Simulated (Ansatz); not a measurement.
# NaP (triplet): geometry optimisation

Aim: relax a generated start of NaP (triplet) and see which bonds hold.

Method: UKS PBE0/def2-TZVP; program: Ansatz 0.2.0, Gaussian basis.

## (1) Where the work starts

2 atoms, charge 0, spin multiplicity 3.

Atoms are counted from 1 here; the program's logs count them from 0.

Bond lengths: P1–Na2 2.483 Å.

The start is set by covalent radii. Sticks and bond lists go by distance. 

## (2) The run

The input, in.yaml:

```yaml
crystal:
  periodic: [false, false, false]
  atoms:
    - {symbol: P, position_ang: [0.000000, 0.000000, 0.000000]}
    - {symbol: Na, position_ang: [0.000000, 0.000000, 2.483100]}
basis:
  gaussian: {orbitals: def2-TZVP}
magnetization: {spin_polarized: true, initial_magnetization: 2}
hamiltonian: {xc: pbe0}
relax: {f_tol: 0.004, max_steps: 80}
```

Started as:

```
> ansatz run in.yaml --threads 1 --pin off --events-out ev --progress --plain --max-ram 2176MiB
```

Before running it: what results should come out? Wanted: energy gained; shift from the start; total energy; dipole moment; ⟨S²⟩.

**Answer**, as computed:

| quantity | value |
| --- | --- |
| steps | 4 |
| energy gained | 0.066 eV |
| shift from the start (rms) | 0.084 Å |
| total energy | -13697.1130 eV |
| dipole moment | 7.13 D |
| ⟨S²⟩ | 2.020 |

In words: The bonds of the start are those of the end. P1–Na2 went from 2.483 to 2.652 Å. No vibrations were run, so this is a stationary point, not a proven minimum, and this spin need not be the ground state's.
